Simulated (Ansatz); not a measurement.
**[AlH$_{2}$···H···CH$_{2}$], triplet along the distance Al1-H4**

Starting geometry:

```xyz
7

Al   -1.1170    0.0000    0.0000
H    -1.9100    1.3734    0.0000
H    -1.9100   -1.3734    0.0000
H     0.4688    0.0000    0.0000
C     2.3300    0.0000    0.0000
H     2.7444    0.0000    0.9962
H     2.7444    0.0000   -0.9962
```

From there H4 is moved from one fragment to the other while all else, the fragments' distance too, stays fixed, so the hump isn't the reaction's barrier; atoms are numbered as listed. Energies are in kcal/mol, counted from the starting geometry at the same level. Kohn–Sham curves are unrestricted where that lies lower.

Basis cc-pVDZ; Ansatz 0.2.0. Correlated methods freeze the noble-gas cores. R marks a restricted (for open shells ROHF) determinant, U an unrestricted one.

In so small a basis the reference is far from its limit while semilocal and hybrid functionals are nearer theirs (RPA and double hybrids share much of the reference's basis error), so the functionals' errors here hold much of the reference's basis and frozen-core error, which can add to them or hide them.

Full CI isn't at hand for all of this; UCCSDT(Q) serves as the reference, and is uncertain by about the last step of the cluster series.

| distance Al1-H4 (Å) | UCCSDT(Q) | PBE | BLYP | r2SCAN | PBE0 | B3LYP | wB97X-V | wB97M-V | B2PLYP | RPA-PBE |
| --- | --- | --- | --- | --- | --- | --- | --- | --- | --- | --- |
| 1.475 | 2.1 | 4.3 | 3.8 | 3.4 | 3.4 | 3.2 | 3.0 | 2.5 | 2.6 | 2.2 |
| 1.586 | 0.0 | 0.0 | 0.0 | 0.0 | 0.0 | 0.0 | 0.0 | 0.0 | 0.0 | 0.0 |
| 1.696 | 0.5 | -2.0 | -1.6 | -1.1 | -1.0 | -0.8 | -0.4 | 0.0 | -0.1 | 0.1 |
| 1.806 | 1.0 | -3.9 | -3.0 | -2.0 | -2.0 | -1.5 | -0.5 | 0.1 | -0.1 | -0.1 |
| 1.916 | -0.7 | -7.2 | -5.8 | -4.7 | -4.7 | -3.9 | -2.6 | -1.8 | -2.2 | -2.6 |
| 2.027 | -5.8 | -12.4 | -10.7 | -9.9 | -10.0 | -8.9 | -7.6 | -7.0 | -7.4 | -8.2 |
| 2.137 | -13.3 | -18.9 | -17.0 | -16.6 | -17.0 | -15.8 | -14.8 | -14.1 | -14.7 | -15.8 |
| 2.247 | -20.5 | -24.6 | -22.7 | -23.0 | -23.7 | -22.3 | -21.6 | -20.9 | -21.8 | -23.1 |
| 2.357 | -23.5 | -26.3 | -24.5 | -25.4 | -26.3 | -24.9 | -24.3 | -23.7 | -24.9 | -25.9 |

Problem. Judged by the spread of the error over the points with a reference (largest less smallest), which of these follows UCCSDT(Q) best and which worst?

Solution. Subtracting the UCCSDT(Q) column from each: best wB97M-V (errors from -1.1 to 0.4, spread 1.5 kcal/mol), worst PBE (from -6.6 to 2.2, spread 8.8 kcal/mol). Functionals and wave-function methods converge differently with the basis, so part of this is basis effect.
